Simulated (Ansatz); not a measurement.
1T (CdI2-type) CdI2 was calculated with HSE06-D3(BJ) in Ansatz (plane waves, PAW).

Run with plane-wave cutoff 500 eV, 6×6×4 k mesh (along the axes of the cell as run), gaussian smearing 0.02 eV, scalar-relativistic PAW data made under PBE.

Computed at the level's own relaxed cell.

### Question
Estimate the volume per atom, lattice parameter a and lattice parameter c that the calculation returns.

### Answer

* **volume per atom**: 34.12 Å³/atom
* **lattice parameter a**: 4.201 Å
* **lattice parameter c**: 6.695 Å

Measured, for comparison: lattice constant a 4.244 Å, lattice parameter c 6.859 Å (temperature not stated, no zero-point or thermal correction; as tabulated in de Haan, NBS Special Publication (1969), 233, by the Crystallography Open …). Computed (rounded) less measured: lattice constant a -1.0 %, lattice parameter c -2.4 %. A static lattice is as a rule a little smaller and stiffer than an uncorrected measurement, which narrows the difference in the lattice constant a and would widen misses of the other sign.

Spin–orbit coupling is not included.

Computed values are for the static lattice.

Ansatz is an electronic-structure program.
